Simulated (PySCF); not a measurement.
Compound: CHP.
InChI=1S/CHP/c1-2/h1H

Theory: PBE0-D3(BJ)/def2-SVP geometry optimisation, gas phase in PySCF.

Take the most abundant isotopes and a rigid rotor. 

Task: What are the moment of inertia and the rotational constant?

Result: I = 25.262 u·Å², B = 505379 MHz·u·Å²/I = 20005 MHz (0.6673 cm⁻¹, or 0.960 K as hB/k).

Task: List the first levels of a rigid rotor in a Σ state.

Result: E(J) = BJ(J+1): J = 1: 1.335, J = 2: 4.004, J = 3: 8.008, J = 4: 13.346, J = 5: 20.019, J = 6: 28.027 cm⁻¹.

Task: Where do the first rotational lines fall?

Result: The dipole is 0.51 D; J+1 ← J lies at 2B(J+1): 1 ← 0 at 40.01 GHz, 2 ← 1 at 80.02 GHz, 3 ← 2 at 120.03 GHz, 4 ← 3 at 160.04 GHz, 5 ← 4 at 200.05 GHz, 6 ← 5 at 240.07 GHz.

Task: Estimate the classical rotational partition function at 50 K, 100 K and 298.15 K.

Result: Point group C∞v, symmetry number σ = 1; q = kT/(σhB), k/h = 20836.6 MHz/K: 52.1 at 50 K, 104 at 100 K, 311 at 298.15 K.

Whether it is a minimum is left open (no frequencies). Zero-point vibration and centrifugal distortion are left out.
